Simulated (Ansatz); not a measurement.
Run this with the Python package of Ansatz (0.2.0) and show what comes out.

The script, `ch5osi.py`:
```python
"""Stretching a bond of CH5OSi, the rest held rigid."""

import ansatz
from ase import Atoms
import numpy as np

SETTINGS = {
    "basis_set": "def2-SVP",
    "level": "MP2",
}


def main() -> None:
    atoms = Atoms(["C", "Si", "O", "H", "H", "H", "H", "H"], positions=[
        [-0.8326, 0.4909, -0.7444],
        [0.6084, 0.0305, 0.1153],
        [0.2048, -0.7388, 1.5168],
        [-0.9309, 0.2859, -1.801],
        [-1.6173, 1.1259, -0.2583],
        [1.4501, 1.2293, 0.4125],
        [1.3966, -0.9118, -0.7241],
        [-0.187, -1.5689, 1.4273],
    ])
    ch5osi = ansatz.Crystal.molecule_from_ase(atoms)

    symbols = [site.symbol for site in ch5osi.cartesian_sites]
    start = np.array([site.position_ang for site in ch5osi.cartesian_sites])
    axis = (start[5] - start[1]) / np.linalg.norm(start[5] - start[1])
    moving = [5]
    lengths, energies = [1.315, 1.375, 1.435, 1.495, 1.554, 1.614, 1.674, 1.764], []
    for length in lengths:
        xyz = start.copy()
        xyz[moving] += (length - np.linalg.norm(start[5] - start[1])) * axis
        point = ansatz.Crystal.molecule()
        for symbol, xyz in zip(symbols, xyz):
            point = point.atom(symbol, xyz.tolist())
        job = point.calculation()
        job = job.basis(gaussian=SETTINGS["basis_set"])
        job = job.correlation(SETTINGS["level"])
        job = job.spin("collinear", total=1)
        job = job.scf(lower_state_search="standard")
        summary = job.run(threads=1).report
        energies.append(summary["free_energy_ev"])
        print(f"r = {length:6.3f} A  E = {energies[-1]:.5f} eV  <S^2> = {abs(summary['mean_field']['state']['spin_squared']):.3f}")

    # quartic fit about the minimum
    fit = np.polynomial.Polynomial.fit(lengths, np.array(energies) - min(energies), 4).convert()
    roots = [r.real for r in fit.deriv().roots() if abs(r.imag) < 1e-9 and fit.deriv(2)(r.real) > 0]
    r_e = min(roots, key=lambda r: abs(r - lengths[int(np.argmin(energies))]))
    print(f"minimum of the fit at {r_e:.4f} A, force constant {fit.deriv(2)(r_e):.2f} eV/A^2")


if __name__ == "__main__":
    main()
```

```console
$ python ch5osi.py
r =  1.315 A  E = -11014.41212 eV  <S^2> = 0.759
r =  1.375 A  E = -11014.62397 eV  <S^2> = 0.759
r =  1.435 A  E = -11014.72740 eV  <S^2> = 0.759
r =  1.495 A  E = -11014.74630 eV  <S^2> = 0.759
r =  1.554 A  E = -11014.70117 eV  <S^2> = 0.759
r =  1.614 A  E = -11014.60571 eV  <S^2> = 0.759
r =  1.674 A  E = -11014.47251 eV  <S^2> = 0.760
r =  1.764 A  E = -11014.22263 eV  <S^2> = 0.760
minimum of the fit at 1.4801 A, force constant 19.38 eV/A^2
```

What to keep in mind:
- These settings explore the input space; basis and method may be short of convergence.
- The rest of the molecule is held rigid at a force-field or estimated start geometry, and the basis set is modest; single-reference methods fail as a bond breaks.
- The species is open-shell (spin multiplicity 2).
- S² is that of the Hartree-Fock reference.
- The whole script took 7 s on 1 thread of Arm Neoverse V1, with other jobs on the host, peak memory 0.2 GiB.

(Lines on the test bed's own set-up are left out of the output.)
